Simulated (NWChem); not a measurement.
Program: NWChem. System: CH2, charge 0, spin multiplicity 1, displaced from the optimised geometry. The structure started from a generated list of species.

Input file:

```
start mol
memory heap 200 mb stack 900 mb global 1100 mb
geometry units angstroms nocenter noautoz noautosym
  C      0.000000     0.000000     0.179936
  H      2.155422     0.000000    -1.619421
  H     -0.862169     0.000000    -0.539807
end
basis spherical
  * library cc-pvdz
end
dft
  xc xpbe96 cpbe96
  semidirect memsize 60000000 filesize 0
  iterations 100
end
task dft energy
```

The output up to the point where the run's verdict is printed (cleaned and shortened):

```
             Northwest Computational Chemistry Package (NWChem) 7.3.0
             --------------------------------------------------------

                                NWChem Input Module
                                -------------------

 Scaling coordinates for geometry "geometry" by  1.889725989
 (inverse scale =  0.529177249)

                             Geometry "geometry" -> ""
                             -------------------------

 Output coordinates in angstroms (scale by  1.889725989 to convert to a.u.)

  No.       Tag          Charge          X              Y              Z
 ---- ---------------- ---------- -------------- -------------- --------------
    1 C                    6.0000     0.00000000     0.00000000     0.17993600
    2 H                    1.0000     2.15542200     0.00000000    -1.61942100
    3 H                    1.0000    -0.86216900     0.00000000    -0.53980700

 Effective nuclear repulsion energy (a.u.)       4.1229711226

            Nuclear Dipole moment (a.u.)
            ----------------------------
        X                 Y               Z
 ---------------- ---------------- ----------------
     2.4438938039     0.0000000000    -2.0401708540


 Summary of "ao basis" -> "" (spherical)
 ------------------------------------------------------------------------------
       Tag                 Description            Shells   Functions and Types
 ---------------- ------------------------------  ------  ---------------------
 *                          cc-pvdz                   on all atoms

  pbe96 is a nonlocal functional; adding pw91lda local functional.

                                 NWChem DFT Module
                                 -----------------

 Summary of "ao basis" -> "ao basis" (spherical)
 ------------------------------------------------------------------------------
       Tag                 Description            Shells   Functions and Types
 ---------------- ------------------------------  ------  ---------------------
 C                          cc-pvdz                  6       14   3s2p1d
 H                          cc-pvdz                  3        5   2s1p
[...]
 d= 0,ls=0.5,diis    52    -38.7554053434 -8.22D-06  2.76D-04  4.94D-05     2.9
 d= 0,ls=0.5,diis    53    -38.7554195736 -1.42D-05  3.76D-04  6.32D-05     2.9
 d= 0,ls=0.5,diis    54    -38.7554454956 -2.59D-05  5.14D-04  9.10D-05     3.0
 d= 0,ls=0.5,diis    55    -38.7554931573 -4.77D-05  7.01D-04  1.45D-04     3.0
 d= 0,ls=0.5,diis    56    -38.7555812064 -8.80D-05  9.57D-04  2.49D-04     3.1
 d= 0,ls=0.5,diis    57    -38.7557443016 -1.63D-04  1.31D-03  4.45D-04     3.1
 d= 0,ls=0.5,diis    58    -38.7560458443 -3.02D-04  1.78D-03  8.19D-04     3.2
 d= 0,ls=0.5,diis    59    -38.7566004704 -5.55D-04  2.40D-03  1.52D-03     3.2
 d= 0,ls=0.5,diis    60    -38.7576088606 -1.01D-03  3.23D-03  2.80D-03     3.3
 d= 0,ls=0.5,diis    61    -38.7593890974 -1.78D-03  4.31D-03  5.28D-03     3.3
 d= 0,ls=0.5,diis    62    -38.7623883689 -3.00D-03  5.66D-03  1.02D-02     3.4
 d= 0,ls=0.5,diis    63    -38.7669892169 -4.60D-03  7.18D-03  2.02D-02     3.4
 d= 0,ls=0.5,diis    64    -38.7729755968 -5.99D-03  8.67D-03  4.05D-02     3.5
 d= 0,ls=0.5,diis    65    -38.7784942131 -5.52D-03  9.86D-03  7.96D-02     3.5
 d= 0,ls=0.5,diis    66    -38.7791515626 -6.57D-04  1.04D-02  1.48D-01     3.6
 d= 0,ls=0.5,diis    67    -38.7703904251  8.76D-03  1.02D-02  2.44D-01     3.6
 d= 0,ls=0.5,diis    68    -38.7512571941  1.91D-02  9.37D-03  3.51D-01     3.7
 d= 0,ls=0.5,diis    69    -38.7259813699  2.53D-02  8.19D-03  4.39D-01     3.7
 d= 0,ls=0.5,diis    70    -38.7004929342  2.55D-02  6.90D-03  4.97D-01     3.8
 d= 0,ls=0.5,diis    71    -38.6789215782  2.16D-02  5.69D-03  5.28D-01     3.8
 d= 0,ls=0.5,diis    72    -38.6624385908  1.65D-02  4.64D-03  5.42D-01     3.9
 d= 0,ls=0.5,diis    73    -38.6506500456  1.18D-02  3.71D-03  5.47D-01     3.9
 d= 0,ls=0.5,diis    74    -38.6420779793  8.57D-03  3.10D-03  5.51D-01     4.0
 d= 0,ls=0.5,diis    75    -38.6403412411  1.74D-03  2.55D-03  5.41D-01     4.0
 d= 0,ls=0.5,diis    76    -38.6385770657  1.76D-03  3.02D-03  5.40D-01     4.1
 d= 0,ls=0.5,diis    77    -38.6495001510 -1.09D-02  2.35D-03  5.07D-01     4.2
 d= 0,ls=0.5,diis    78    -38.6617550323 -1.23D-02  7.58D-03  4.83D-01     4.2
 d= 0,ls=0.5,diis    79    -38.7038454395 -4.21D-02  7.25D-03  4.07D-01     4.3
 d= 0,ls=0.5,diis    80    -38.7408758833 -3.70D-02  1.67D-02  3.65D-01     4.3
 d= 0,ls=0.5,diis    81    -38.8616456406 -1.21D-01  8.01D-03  8.83D-02     4.4
 d= 0,ls=0.5,diis    82    -38.8889344217 -2.73D-02  4.40D-03  1.84D-02     4.4
 d= 0,ls=0.5,diis    83    -38.8948522081 -5.92D-03  2.44D-03  4.86D-03     4.5
 d= 0,ls=0.5,diis    84    -38.8962774737 -1.43D-03  1.35D-03  1.92D-03     4.5
 d= 0,ls=0.5,diis    85    -38.8968366886 -5.59D-04  8.12D-04  1.15D-03     4.6
 d= 0,ls=0.5,diis    86    -38.8971230249 -2.86D-04  5.69D-04  8.25D-04     4.6
 d= 0,ls=0.5,diis    87    -38.8972842408 -1.61D-04  4.45D-04  6.32D-04     4.7
 d= 0,ls=0.5,diis    88    -38.8973675362 -8.33D-05  3.38D-04  5.94D-04     4.7
 d= 0,ls=0.5,diis    89    -38.8974548962 -8.74D-05  2.76D-04  4.43D-04     4.8
 d= 0,ls=0.5,diis    90    -38.8975014746 -4.66D-05  2.37D-04  4.01D-04     4.8
 d= 0,ls=0.5,diis    91    -38.8975433775 -4.19D-05  2.11D-04  3.39D-04     4.9
 d= 0,ls=0.5,diis    92    -38.8975807783 -3.74D-05  1.90D-04  2.70D-04     4.9
 d= 0,ls=0.5,diis    93    -38.8976099021 -2.91D-05  1.69D-04  2.19D-04     5.0
 d= 0,ls=0.5,diis    94    -38.8976338636 -2.40D-05  1.53D-04  1.78D-04     5.0
 d= 0,ls=0.5,diis    95    -38.8976540160 -2.02D-05  1.41D-04  1.42D-04     5.1
 d= 0,ls=0.5,diis    96    -38.8976693059 -1.53D-05  1.30D-04  1.18D-04     5.1
 d= 0,ls=0.5,diis    97    -38.8976821106 -1.28D-05  1.20D-04  9.86D-05     5.2
 d= 0,ls=0.5,diis    98    -38.8976926945 -1.06D-05  1.12D-04  8.28D-05     5.2
 d= 0,ls=0.5,diis    99    -38.8977024242 -9.73D-06  1.02D-04  6.65D-05     5.3
 d= 0,ls=0.5,diis   100    -38.8977108465 -8.42D-06  9.51D-05  5.30D-05     5.3
```

The run did not converge; its last values are not results. The next line reads: Calculation failed to converge. NWChem stopped with the message: dft energy failed.
